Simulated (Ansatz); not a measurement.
Ansatz (an electronic-structure program) input:

Ansatz 0.2 input:
```yaml
crystal:
  periodic: [false, false, false]
  atoms:
    - {symbol: O, position_ang: [-0.04634422, -0.67304699, 0.09092762]}
    - {symbol: C, position_ang: [-0.05291725, 0.73251557, -0.05466044]}
    - {symbol: C, position_ang: [1.23300486, -1.23469327, -0.09432707]}
    - {symbol: C, position_ang: [-1.42383591, 1.25019667, 0.11613972]}
    - {symbol: H, position_ang: [0.63445594, 1.19531475, 0.67585883]}
    - {symbol: H, position_ang: [0.34897909, 1.00381637, -1.05108243]}
    - {symbol: H, position_ang: [1.13647199, -2.31162275, 0.03325639]}
    - {symbol: H, position_ang: [1.62175563, -1.02638518, -1.09994825]}
    - {symbol: H, position_ang: [1.95143697, -0.85026382, 0.64168156]}
    - {symbol: H, position_ang: [-2.26251947, 0.57073731, 0.09343214]}
    - {symbol: H, position_ang: [-1.59733654, 2.31466541, 0.17646751]}
basis:
  gaussian:
    orbitals: def2-TZVPD
hamiltonian:
  xc: {name: r2SCAN0}
magnetization: {spin_polarized: true, initial_magnetization: 1}
output: {forces: true}
```

**Question.** Which total energy does the run end on?

**Answer.** -193.61455 Eh (r2SCAN0/def2-TZVPD). The basis has 214 functions.

It need not be the lowest isomer of its formula.
